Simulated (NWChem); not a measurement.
# One shape, several levels: HO2 (hydroperoxy)

Aim: a comparison of 6 runs (UHF/STO-3G, UHF/def2-SVP, UPBE/3-21G, UB3LYP/def2-TZVPPD, UM06-2X/def2-TZVPPD, UMP2/STO-3G) of HO2 (hydroperoxy). 

The results are computed with NWChem 7.3.0.

6 further runs of the same task are left out: 6 set aside as unsound or not needed. Runs told in other sessions of the task aren't counted.

## (1) Starting point

The species is HO2 (3 atoms), meant as a doublet with charge 0. SMILES: `[O]O`. The shape is that of a PBE0-D4/def2-TZVP optimisation.

Bond lengths: O1–O2 1.309 Å, O2–H3 0.975 Å. Angles: O1–O2–H3 105.8°.

## (2) Energy and gradient at UHF/STO-3G (run 1)

Contents of run.py:

```python
from ase import Atoms
from ase.calculators.nwchem import NWChem

atoms = Atoms(['O', 'O', 'H'], positions=[
    [-0.355150, 0.941950, -0.088650],
    [-0.244540, -0.359400, -0.172440],
    [0.599690, -0.582550, 0.261090],
])

calc = NWChem(
    label='ho2',
    theory='scf',
    memory='2200 mb',
    basis='STO-3G',
    basispar='spherical bse',
    scf={'nopen': '1', 'uhf': None, 'thresh': '1e-08', 'maxiter': '80'},
)
atoms.calc = calc

forces = atoms.get_forces()
e = atoms.get_potential_energy()
print(f"E = {e:.6f} eV")
print("forces (eV/A):")
for s, f in zip(atoms.symbols, forces):
    print(f"{s:2s} {f[0]:10.5f} {f[1]:10.5f} {f[2]:10.5f}")
```

Started as:

```
$ export ASE_NWCHEM_COMMAND="nwchem PREFIX.nwi > PREFIX.nwo"
$ python run.py
```

Standard output:

```text
E = -4032.534592 eV
forces (eV/A):
O    -0.25140    3.29806    0.22806
O    -1.36448   -2.91558   -1.06274
H     1.61584   -0.38248    0.83468
```

The calculator wrote ho2.nwi:

```
title "ho2"

permanent_dir ho2

scratch_dir ho2

start ho2

geometry units angstrom nocenter noautosym noautoz
  O  -3.5515000000000002e-01 9.4194999999999995e-01 -8.8650000000000007e-02
  O  -2.4454000000000001e-01 -3.5940000000000000e-01 -1.7244000000000001e-01
  H  5.9968999999999995e-01 -5.8255000000000001e-01 2.6108999999999999e-01
end

memory 2200 mb

basis spherical bse noprint
   * library STO-3G
end

scf
  nopen 1
  uhf
  thresh 1e-08
  maxiter 80
end

task scf gradient
```

ho2.nwo:

```text
Northwest Computational Chemistry Package (NWChem) 7.3.0
             --------------------------------------------------------

           Job information
           ---------------

    nwchem branch   = 7.3.0
    use scalapack   = T
    input           = ho2.nwi
    prefix          = ho2.
    data base       = ho2/ho2.db
    status          = startup
    nproc           =        1

           Memory information
           ------------------

    heap     =     72089594 doubles =      550.0 Mbytes
    stack    =     72089599 doubles =      550.0 Mbytes
    global   =    144179200 doubles =     1100.0 Mbytes (distinct from heap & stack)
    total    =    288358393 doubles =     2200.0 Mbytes
    verify   = yes
    hardfail = no

[... 34 lines left out ...]
            Nuclear Dipole moment (a.u.)
[... 69 lines left out ...]
 1-e energy   =    -271.040043
[... 7 lines left out ...]
         Quadratically convergent UHF
[... 15 lines left out ...]
       Final UHF  results
[... 3 lines left out ...]
      One electron energy =   -270.408042326265
[... 1 line left out ...]
 Nuclear repulsion energy =     32.530559262107
[... 23 lines left out ...]
          Final beta eigenvalues
[... 98 lines left out ...]
                     UHF Final Beta Molecular Orbital Analysis
[... 141 lines left out ...]
                                        ho2

  wavefunction    =   UHF

                         UHF ENERGY GRADIENTS

    atom               coordinates                        gradient
                 x          y          z           x          y          z
   1 O      -0.671136   1.780027  -0.167524    0.004889  -0.064137  -0.004435
   2 O      -0.462114  -0.679168  -0.325864    0.026535   0.056699   0.020667
   3 H       1.133250  -1.100860   0.493389   -0.031423   0.007438  -0.016232

                 ----------------------------------------
                 |  Time  |  1-e(secs)   |  2-e(secs)   |
                 ----------------------------------------
                 |  CPU   |       0.00   |       0.02   |
                 ----------------------------------------
                 |  WALL  |       0.00   |       0.02   |
                 ----------------------------------------

 Task  times  cpu:        0.2s     wall:        0.2s
 Total times  cpu:        0.3s     wall:        0.3s
```

It took 1.9 s on 1 thread of Intel Xeon Platinum 8259CL at 2.50GHz (Skylake/Cascade Lake), shared host; peak memory 0.1 GiB.

## (3) Energy and forces at UHF/def2-SVP (run 2)

Contents of struct.nw:

```
start struct
title "HO2 gradient"
memory 2200 mb
charge 0

geometry units angstrom noautosym nocenter noautoz
O    -0.355150    0.941950   -0.088650
O    -0.244540   -0.359400   -0.172440
H     0.599690   -0.582550    0.261090
end

basis spherical bse
* library def2-SVP
end

scf
doublet
uhf
thresh 1e-08
maxiter 80
end

task scf gradient
```

Started as:

```
$ nwchem struct.nw > struct.out
```

Standard output:

```text
[...]
  functions       =    33
[...]
  wavefunction    = UHF
[...]
         Total SCF energy =   -150.051516758776
      One electron energy =   -271.494538818194
      Two electron energy =     88.912462797311
 Nuclear repulsion energy =     32.530559262107
                       Sz =      0.5000
                 Sz(Sz+1) =      0.7500
                      S^2 =      0.7589
[...]
                         UHF ENERGY GRADIENTS
    atom               coordinates                        gradient
                 x          y          z           x          y          z
   1 O      -0.671136   1.780027  -0.167524   -0.000585   0.014738   0.001311
   2 O      -0.462114  -0.679168  -0.325864   -0.021058  -0.010046  -0.012539
   3 H       1.133250  -1.100860   0.493389    0.021643  -0.004692   0.011228
[...]
```

Wall time 3.3 s (1 thread of Intel Xeon Platinum 8259CL at 2.50GHz (Skylake/Cascade Lake), shared host); peak memory 0.098 GiB.

Run 3 isn't shown in full; the table further down has it.

## (4) Energy and gradient at UB3LYP/def2-TZVPPD (run 4)

Contents of a.xyz:

```xyz
3
hydroperoxy
O     -0.355150     0.941950    -0.088650
O     -0.244540    -0.359400    -0.172440
H      0.599690    -0.582550     0.261090
```

Contents of run.py:

```python
from ase.io import read
from ase.calculators.nwchem import NWChem

molecule = read('a.xyz')

calc = NWChem(
    label='a',
    theory='dft',
    memory='2200 mb',
    basis='def2-TZVPPD',
    basispar='spherical bse',
    dft={'xc': 'b3lyp', 'mult': '2', 'grid': 'fine', 'convergence': 'energy 1e-08', 'iterations': '100', 'mulliken': None},
)
molecule.calc = calc

forces = molecule.get_forces()
print("Total energy (eV):", round(molecule.get_potential_energy(), 6))
print("forces (eV/A):")
for s, f in zip(molecule.symbols, forces):
    print(f"{s:2s} {f[0]:10.5f} {f[1]:10.5f} {f[2]:10.5f}")
```

Started as:

```
$ export ASE_NWCHEM_COMMAND="nwchem PREFIX.nwi > PREFIX.nwo"
$ python run.py
```

Standard output:

```text
Total energy (eV): -4108.3461
forces (eV/A):
O    -0.09025    0.74685    0.03358
O     0.04278   -0.69312   -0.05338
H     0.04746   -0.05374    0.01980
```

The calculator wrote a.nwi:

```
title "a"

permanent_dir a

scratch_dir a

start a

geometry units angstrom nocenter noautosym noautoz
  O  -3.5515000000000002e-01 9.4194999999999995e-01 -8.8650000000000007e-02
  O  -2.4454000000000001e-01 -3.5940000000000000e-01 -1.7244000000000001e-01
  H  5.9968999999999995e-01 -5.8255000000000001e-01 2.6108999999999999e-01
end

memory 2200 mb

basis spherical bse noprint
   * library def2-TZVPPD
end

dft
  xc b3lyp
  mult 2
  grid fine
  convergence energy 1e-08
  iterations 100
  mulliken
end

task dft gradient
```

a.nwo:

```text
Northwest Computational Chemistry Package (NWChem) 7.3.0
             --------------------------------------------------------

           Job information
           ---------------

    nwchem branch   = 7.3.0
    use scalapack   = T
    input           = a.nwi
    prefix          = a.
    data base       = a/a.db
    status          = startup
    nproc           =        1

           Memory information
           ------------------

    heap     =     72089594 doubles =      550.0 Mbytes
    stack    =     72089599 doubles =      550.0 Mbytes
    global   =    144179200 doubles =     1100.0 Mbytes (distinct from heap & stack)
    total    =    288358393 doubles =     2200.0 Mbytes
    verify   = yes
    hardfail = no

[... 101 lines left out ...]
          Convergence on energy requested:  1.00D-08
[... 25 lines left out ...]
          Convergence Information
[... 30 lines left out ...]
 1-e energy   =    -271.332550
[... 50 lines left out ...]
      One electron energy =     -271.818375229571
[... 8 lines left out ...]
                    DFT Final Alpha Molecular Orbital Analysis
[... 1498 lines left out ...]
          Convergence on gradient requested:  5.00D-04
[... 26 lines left out ...]
          total energy or number of iterations.
[... 21 lines left out ...]
                                         a

  charge          =   0.00
  wavefunction    = open shell

                         DFT ENERGY GRADIENTS

    atom               coordinates                        gradient
                 x          y          z           x          y          z
   1 O      -0.671136   1.780027  -0.167524    0.001755  -0.014524  -0.000653
   2 O      -0.462114  -0.679168  -0.325864   -0.000832   0.013479   0.001038
   3 H       1.133250  -1.100860   0.493389   -0.000923   0.001045  -0.000385

                 ----------------------------------------
                 |  Time  |  1-e(secs)   |  2-e(secs)   |
                 ----------------------------------------
                 |  CPU   |       0.01   |       4.34   |
                 ----------------------------------------
                 |  WALL  |       0.01   |       4.34   |
                 ----------------------------------------

 Task  times  cpu:       32.3s     wall:       32.3s
 Total times  cpu:       32.4s     wall:       32.4s
```

Run time: 34 s. Hardware: 1 thread of Intel Xeon Platinum 8259CL at 2.50GHz (Skylake/Cascade Lake), shared host; peak memory 0.13 GiB.

Run 5 isn't shown in full; the table further down has it.

## (5) Energy and forces at UMP2/STO-3G (run 6)

Contents of geom.nw:

```
start geom
title "HO2"
memory stack 880 mb heap 220 mb global 1100 mb

geometry noautosym nocenter noautoz
   O     -0.355150     0.941950    -0.088650
   O     -0.244540    -0.359400    -0.172440
   H      0.599690    -0.582550     0.261090
end

basis "ao basis" spherical bse
   O library STO-3G
   H library STO-3G
end

scf
   nopen 1
   uhf
   thresh 1e-08
   maxiter 80
   print low
end

mp2
   freeze core 2
   tight
end

task mp2 gradient
```

Started as:

```
$ nwchem geom.nw > geom.out
```

Standard output:

```text
[...]
  functions       =    11
[...]
  wavefunction    = UHF
[...]
         Total SCF energy =   -148.192914099854
      One electron energy =   -270.408042326266
      Two electron energy =     89.684568964305
 Nuclear repulsion energy =     32.530559262107
                       Sz =      0.5000
                 Sz(Sz+1) =      0.7500
                      S^2 =      0.7534
[...]
          Total MP2 energy          -148.251097279731
[...]
                         mp2 ENERGY GRADIENTS
    atom               coordinates                        gradient
                 x          y          z           x          y          z
   1 O      -0.671136   1.780027  -0.167524    0.005005  -0.079041  -0.006019
   2 O      -0.462114  -0.679168  -0.325864    0.050108   0.067114   0.034613
   3 H       1.133250  -1.100860   0.493389   -0.055113   0.011928  -0.028594
[...]
```

Run time: 1.3 s. Hardware: 1 thread of Intel Xeon Platinum 8259CL at 2.50GHz (Skylake/Cascade Lake), shared host; peak memory 0.1 GiB.

## (6) Overview of the runs

| run | level | iteration cap | module | energy (Eh) | dipole moment (D) | HOMO energy (eV) | LUMO energy (eV) | wall time |
| --- | --- | --- | --- | --- | --- | --- | --- | --- |
| 1 | UHF/STO-3G | 80 | scf | -148.192914 | 1.55 | -9.65 | 9.09 | 1.9 s |
| 2 | UHF/def2-SVP | 80 | scf | -150.051517 | 2.12 | -13.10 | 3.73 | 3.3 s |
| 3 | UPBE/3-21G | 100 | dft | -149.905558 | 2.36 | -4.81 | -3.44 | 8.1 s |
| 4 | UB3LYP/def2-TZVPPD | 100 | dft | -150.978936 | 2.22 | -7.89 | -3.57 | 34 s |
| 5 | UM06-2X/def2-TZVPPD | 100 | dft | -150.910615 | 2.22 | -9.91 | -1.91 | 46 s |
| 6 | UMP2/STO-3G | 80 | mp2 | -148.251097 | 1.54 | – | – | 1.3 s |

## (7) Outcome

| quantity | value |
| --- | --- |
| run 6: total energy | -148.25110 Eh |
| run 6: dipole moment (of the density that the program reports) | 1.54 D |
| run 6: correlation energy (2 core orbitals frozen) | -58.2 mEh |
| run 6: ⟨S²⟩ of the reference determinant | 0.753 |
| run 6: largest force on an atom | 4.660 eV/Å |

The dipole moment (its size) runs from 1.54 D (UMP2/STO-3G) to 2.36 D (UPBE/3-21G). The two ends differ in method and basis. Totals of different functionals can't be ranked against each other. In runs 1, 6 the basis is minimal, so the values are rough. All runs together took 95 s, the longest 46 s.
